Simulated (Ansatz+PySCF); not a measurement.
Results of a calculation; reference values are marked as such.
## Ansatz (development build ahead of 0.2.0) run

```yaml
crystal:
  periodic: [false, false, false]
  atoms:
    - { symbol: O, position_ang: [0.0, 0.0, -0.10849] }
    - { symbol: H, position_ang: [0.0, 0.0, 0.86793] }
    - { symbol: "N", position_ang: [30.0, 0.0, -0.47105] }
    - { symbol: H, position_ang: [30.0, 0.0, 3.29737] }
basis:
  gaussian: { orbitals: "6-31G" }
magnetization:
  initial_magnetization: 3
hamiltonian:
  xc: hf
```

The input is written out in the form of the current development build from the run's settings.

Output:

```yaml
Converged: yes
Total_energy: -130.10201 hartree
Spin_squared_of_the_determinant: 3.750
Stability_test: minimum among restricted orbitals
```

Caution: this determinant is likely not that of the ground state; an unrestricted determinant lies well below; the determinant breaks the point group.
